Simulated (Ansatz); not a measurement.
# Relative stability

Two relaxed structures of CH₅Si₂ (charge +1), closed shell (PBE0-D4/def2-TZVP; forces vanish, vibrations not checked).

A:

```
8
angstrom
C -1.0081 1.3060 -0.8663
Si 0.1170 -0.0240 -0.2687
Si 1.1542 -1.3840 1.0607
H -1.7270 0.8702 -1.5666
H -0.4149 2.0595 -1.3930
H 0.9450 0.3138 1.1563
H -1.5357 1.7653 -0.0273
H -0.5153 -1.0217 0.9289
```

B:

C1  (-1.133, 1.302, -1.216)
Si2  (0.041, 0.192, -0.729)
Si3  (0.941, -1.097, 1.068)
H4  (-2.041, 0.978, -1.728)
H5  (-0.911, 2.365, -1.304)
H6  (1.287, -0.006, 2.004)
H7  (2.071, -1.841, 0.484)
H8  (-0.255, -1.893, 1.420)
(Å)

Ansatz 0.2.0; basis: def2-TZVPP; cores frozen in the correlated methods. B3LYP uses VWN-RPA correlation.

Question: Which structure is lower at CCSD(T), and by how much? (Judge from chemistry; the value comes from the calculation.)

Answer: The calculation gives: A, by 23.24 kcal/mol (electronic energy, against the other). By their contacts, A is CH₅Si₂ ([CH3][Si]12[H][Si]1[H]2), total charge +1 and B is CH₅Si₂ ([CH2][Si][SiH3]), total charge +1.

All methods give the same order:

| method | E(B) − E(A) (kcal/mol) |
| --- | --- |
| PBE-D4 | 28.80 |
| r2SCAN-D4 | 26.81 |
| PBE0-D4 | 28.77 |
| B3LYP-D4 | 23.03 |
| wB97M-V | 28.16 |
| HF | 14.92 |
| MP2 | 25.30 |
| CCSD | 22.66 |
| CCSD(T) | 23.24 |

T1 diagnostic: at most 0.018. The restricted Hartree–Fock reference is unstable towards an unrestricted one at one or more of these structures.

Labels in which every atom is bracketed show which atoms are joined, not bond orders.

For scale, one of the runs: CCSD(T)/def2-TZVPP, 185 basis functions, launched by `ansatz run in.yaml --threads 2 --pin off --events-out ev --progress --plain --max-ram 4352MiB`. The run took 34 s on 2 CPU threads of an Arm Neoverse V1 (shared host), with 1.6 GiB of host memory at its peak.
